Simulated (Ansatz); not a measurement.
**AlH3O (SMILES [H][Al]([H])[OH]) at CCSDTQ/STO-3G**

Aim: the vertical ionisation energy of AlH3O at CCSDTQ/STO-3G, from 2 runs. 

The calculation is run with Ansatz 0.2.0.

56 further runs of the same task are left out: 56 set aside as unsound or not needed.

## 1. Starting point

AlH3O: 5 atoms, total charge 0, spin state singlet. SMILES: `[H][Al]([H])[OH]`. Geometry: a GFN2-xTB relaxation, a rough one for these elements and not checked as a minimum.

Bond lengths: Al1–O4 1.636 Å, Al1–H2 1.532 Å, Al1–H3 1.531 Å, O4–H5 0.949 Å. Angles: Al1–O4–H5 179.6°, H2–Al1–O4 120.0°, H3–Al1–O4 120.0°, H2–Al1–H3 120.0°.

## 2. The energy at CCSDTQ/STO-3G

Input file in.yaml:

```yaml
crystal:
  periodic: [false, false, false]
  atoms:
    - {symbol: Al, position_ang: [0.271770, 0.451120, -0.109270]}
    - {symbol: H, position_ang: [1.798980, 0.417230, -0.221380]}
    - {symbol: H, position_ang: [-0.481020, 1.769010, -0.311810]}
    - {symbol: O, position_ang: [-0.555450, -0.920030, 0.226660]}
    - {symbol: H, position_ang: [-1.034280, -1.717330, 0.415800]}
basis:
  gaussian:
    orbitals: STO-3G
correlation:
  method: ccsdtq
  frozen_orbitals: {Al: 5, H: 0, O: 1}
accuracy: high
scf:
  omitted_lower_state_checks: [cluster_reference, increment]
```

Run with:

```console
$ ansatz run in.yaml --threads 1 --pin off --max-ram 2610MiB --events-out events.jsonl --progress --plain --runs-dir runs
```

The program printed, cut to the lines that bear on the results:

```text
Warning: RAYON_NUM_THREADS=1 ignored (pool sized by the plan → 1); use --threads N
Functional definition: HF
  name "HF"
[...]
288 factors; integrals over basis functions are off by at most 2.9e-8 eV
[...]
mean field -8560.24634855 eV, -314.5832509658 hartree, gradient 4.8e-9 eV, S^2 0.000000; 0 other end points of the search recorded, 0 dependent functions left out
6 core orbitals not correlated: weight in the atoms' cores, before any rotation towards them, 0.999 or more for the frozen orbitals, at most 0.000 for the correlated occupied ones
reference -8560.24634855 eV, -314.5832509658 hartree; 6, 6 occupied and 5, 5 virtual orbitals, 288 factors
second order -1.65830148 eV of doubles, -0.00000000 eV of singles
cycle   1  -1.94780541 eV  change   -2.9e-1 eV  update   7.6e-2
[...]
cycle  23  -2.26104234 eV  change  -7.1e-10 eV  update   1.1e-9
Total energy: -8562.50739089 eV, -314.6663427391 hartree
Checks for a lower state left out: cluster_reference, increment
```

Run time: 3.6 s. Hardware: 1 thread of Intel Xeon Platinum 8259CL at 2.50GHz (Skylake/Cascade Lake), shared host; peak memory 0.1 GiB.

## 3. The doublet cation, same level

Input file in.yaml:

```yaml
crystal:
  periodic: [false, false, false]
  atoms:
    - symbol: Al
      position_ang: [0.271770, 0.451120, -0.109270]
    - symbol: H
      position_ang: [1.798980, 0.417230, -0.221380]
    - symbol: H
      position_ang: [-0.481020, 1.769010, -0.311810]
    - symbol: O
      position_ang: [-0.555450, -0.920030, 0.226660]
    - symbol: H
      position_ang: [-1.034280, -1.717330, 0.415800]
basis:
  gaussian:
    orbitals: STO-3G
total_charge: 1
magnetization:
  spin_polarized: true
  initial_magnetization: 1
correlation:
  method: ccsdtq
  frozen_orbitals: {Al: 5, H: 0, O: 1}
accuracy: high
scf:
  omitted_lower_state_checks: [cluster_reference, increment]
```

Run with:

```console
$ ansatz run in.yaml --threads 1 --pin off --max-ram 2610MiB --events-out events.jsonl --progress --plain --runs-dir runs
```

The program printed, cut to the lines that bear on the results:

```text
Warning: RAYON_NUM_THREADS=1 ignored (pool sized by the plan → 1); use --threads N
[... 2 set-up lines as earlier in the session ...]
[...]
287 factors; integrals over basis functions are off by at most 2.9e-8 eV
[...]
mean field -8554.81364734 eV, -314.3836028789 hartree, gradient 6.4e-8 eV, S^2 0.756369; 5 other end points of the search recorded, 0 dependent functions left out
6 core orbitals not correlated: weight in the atoms' cores, before any rotation towards them, 0.999 or more for the frozen orbitals, at most 0.001 for the correlated occupied ones
reference -8554.81364734 eV, -314.3836028789 hartree; 6, 5 occupied and 5, 6 virtual orbitals, 287 factors
second order -1.32209240 eV of doubles, -0.00000000 eV of singles
cycle   1  -1.68469227 eV  change   -3.6e-1 eV  update   6.0e-2
[...]
cycle  35  -2.05830336 eV  change  -8.7e-11 eV  update  9.0e-10
Total energy: -8556.87195070 eV, -314.4592441320 hartree
Checks for a lower state left out: cluster_reference, increment
```

Wall time 40 s (1 thread of Intel Xeon Platinum 8259CL at 2.50GHz (Skylake/Cascade Lake), shared host); peak memory 0.2 GiB.

## 4. Results

Level: CCSDTQ/STO-3G, 6 core orbitals frozen.

| quantity | value |
| --- | --- |
| singlet AlH3O: total energy | -314.66634 Eh |
| singlet AlH3O: correlation energy (6 core orbitals frozen) | -83.1 mEh |
| singlet AlH3O: T1 diagnostic | 0.017 |
| doublet cation: total energy | -314.45924 Eh |
| doublet cation: correlation energy (6 core orbitals frozen) | -75.6 mEh |
| doublet cation: ⟨S²⟩ of the reference determinant | 0.756 |
| doublet cation: T1 diagnostic | 0.038 |
| vertical ionisation energy (to the doublet cation) | 5.635 eV |

**Reading.** Removing an electron at fixed nuclei costs 5.64 eV (544 kJ/mol). In a minimal basis such a difference can be off by several eV, whatever the method.
